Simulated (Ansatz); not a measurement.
## A barrier at the coupled-cluster level

Start structure (AlNH6O, closed shell), relaxed at PBE0-D4/def2-TZVP:

```tsv
atom	x (Å)	y (Å)	z (Å)
Al1	-0.6231	-0.1924	-0.6259
O2	0.7227	0.5985	-1.3883
H3	-0.7738	-1.7729	-0.8402
H4	-1.9597	0.6633	-0.4069
H5	1.1826	0.4177	0.9378
N6	0.3158	-0.0568	1.1810
H7	0.7753	0.7925	-2.3205
H8	0.5414	-0.9528	1.5981
H9	-0.1810	0.5026	1.8649
```

The step: AlH₃O ([OH][AlH2]) + NH₃ → AlNH₄ ([NH2][AlH2]) + H₂O (still joined by a long Al–O bond); bonds formed: O2–H5; dative contacts that become bonds: Al1–N6; bonds broken: H5–N6; bonds weakened to dative contacts: Al1–O2. Program: Ansatz 0.2.0. Basis: def2-TZVPP and def2-QZVPP. Cores are frozen in the correlated methods. Extrapolation: Hartree–Fock as exp(−7.88 √X), correlation as X^−2.97. Energies below are by CCSD(T) at an estimated basis limit (MP2 extrapolated from triple and quadruple zeta, plus CCSD(T) − MP2 in triple zeta).

Task: What are the electronic barrier and the energy of the step, from the start structure to the end structure? (To be estimated.)

Result: By the calculation: Barrier 23.78 kcal/mol; step energy 20.37 kcal/mol (uphill); reverse barrier, their difference, 3.41 kcal/mol. Barrier and step energy count from the start structure, the reverse barrier from the end structure.

The saddle point: One imaginary mode of 708i cm⁻¹.
```json
{"pair": "Al1–N6", "start (Å)": "2.04", "saddle (Å)": "1.90", "end (Å)": "1.84"}
{"pair": "O2–H5", "start (Å)": "2.38", "saddle (Å)": "1.12", "end (Å)": "0.99"}
{"pair": "Al1–O2", "start (Å)": "1.74", "saddle (Å)": "1.92", "end (Å)": "2.01"}
{"pair": "H5–N6", "start (Å)": "1.02", "saddle (Å)": "1.46", "end (Å)": "2.00"}
```

Zero-point energy (harmonic, PBE0-D4): ZPE is 41.31 kcal/mol at the start and 38.98 kcal/mol at the saddle, so the barrier goes from 23.78 to 21.45 kcal/mol.

No T1 diagnostic of these runs exceeds 0.010.

Labels in which every atom is bracketed show which atoms are joined, not bond orders.

For scale, one of the runs: CCSD(T)/def2-TZVPP, 188 basis functions (an equivalent command: `ansatz run in.yaml --threads 2`). Hardware: 2 CPU threads, shared host. Wall time 39 s; peak host memory 1.9 GiB.
